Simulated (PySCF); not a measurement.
**Vertical excitation energies**

Species: cyclopropane, C3H6.
Structure used (GFN2-xTB), in Å, numbered top down from 1:
```xyz
9
C3H6 angstrom
C     -0.7519   -0.4217    0.0161
C      0.7396   -0.4264    0.1355
C      0.0167    0.8501   -0.1595
H     -1.3378   -0.5461    0.9140
H     -1.1961   -0.8759   -0.8564
H      1.1753   -0.5541    1.1147
H      1.3146   -0.8820   -0.6560
H     -0.0436    1.5958    0.6183
H      0.0966    1.2663   -1.1520
```

Level of theory: TDDFT PBE0/def2-SVPD, vertical, gas phase, core orbitals frozen in the response in PySCF.

Q: List the vertical singlet excitations with oscillator strengths and describe the spectrum.

A: 

```json
{"state": "S1", "E (eV)": "8.23", "E (hartree)": "0.3024", "f": "0.0008", "|μ| (D)": "0.15", "symmetry": "–", "main configurations (H = HOMO, L = LUMO)": "H-1/H→L (99%)"}
{"state": "S2", "E (eV)": "8.23", "E (hartree)": "0.3024", "f": "0.0008", "|μ| (D)": "0.15", "symmetry": "–", "main configurations (H = HOMO, L = LUMO)": "H-1/H→L (99%)"}
{"state": "S3", "E (eV)": "8.84", "E (hartree)": "0.3248", "f": "0.0000", "|μ| (D)": "0.00", "symmetry": "–", "main configurations (H = HOMO, L = LUMO)": "H-1/H→L+1/L+2 (≥89%)"}
{"state": "S4", "E (eV)": "8.91", "E (hartree)": "0.3274", "f": "0.0000", "|μ| (D)": "0.02", "symmetry": "–", "main configurations (H = HOMO, L = LUMO)": "H-1/H→L+1/L+2 (≥89%)"}
{"state": "S5", "E (eV)": "8.94", "E (hartree)": "0.3285", "f": "0.097", "|μ| (D)": "1.69", "symmetry": "E′", "main configurations (H = HOMO, L = LUMO)": "H-1/H→L+1/L+2 (98%)"}
{"state": "S6", "E (eV)": "8.94", "E (hartree)": "0.3285", "f": "0.097", "|μ| (D)": "1.69", "symmetry": "E′", "main configurations (H = HOMO, L = LUMO)": "H-1/H→L+1/L+2 (98%)"}
{"state": "S7", "E (eV)": "9.02", "E (hartree)": "0.3314", "f": "0.0000", "|μ| (D)": "0.00", "symmetry": "–", "main configurations (H = HOMO, L = LUMO)": "H-1/H→L+3 (99%)"}
{"state": "S8", "E (eV)": "9.02", "E (hartree)": "0.3315", "f": "0.0000", "|μ| (D)": "0.01", "symmetry": "–", "main configurations (H = HOMO, L = LUMO)": "H-1/H→L+3 (99%)"}
```

Triplets (Tamm–Dancoff): T1 8.03 eV, H-1/H→L (≥96%); T2 8.03 eV, H-1/H→L (≥96%).

The lowest singlet level (S1/S2) lies at 8.23 eV (151 nm, vacuum ultraviolet) and is very weak. The strongest level in the table is S5/S6 at 8.94 eV (139 nm, f = 0.195 summed). S1/S2, S5/S6 and S7/S8 lie within about 0.01 eV of each other in each set; the point group D3h has degenerate representations, and within a degenerate level the listed configurations can mix freely. Löwdin shares by element: HOMO (one of a set within 0.03 eV) carbon 84% (atoms not listed hold the other 16%); LUMO carbon 55%, hydrogen 8% or more (atoms not listed hold the other 37%). Orbital energies (eV): HOMO-3 -10.14, HOMO-2 -10.14, HOMO-1 -8.46, HOMO -8.46, LUMO 1.10, LUMO+1 1.69, LUMO+2 1.69. Of the 8 states listed, 2 reach f = 0.01 and 4 stay under 0.0005. The listed states span 0.79 eV, and the widest gap between neighbours is 0.61 eV (S2 to S3). Symmetry labels in D3h follow from the direction of the transition dipole and are given only for states with f of 0.002 or more. Orbitals of the list HOMO-3 to LUMO+2 that lie within 0.01 eV of each other are written together with a slash and their weights summed (≥ marks a lower bound); for degenerate orbitals outside that list single weights are arbitrary. Only the lowest 8 singlets were computed, as vertical energies without vibronic structure.

Time: 3.7 s. Hardware: one thread of an x86-64 server, no GPU, on a shared host.
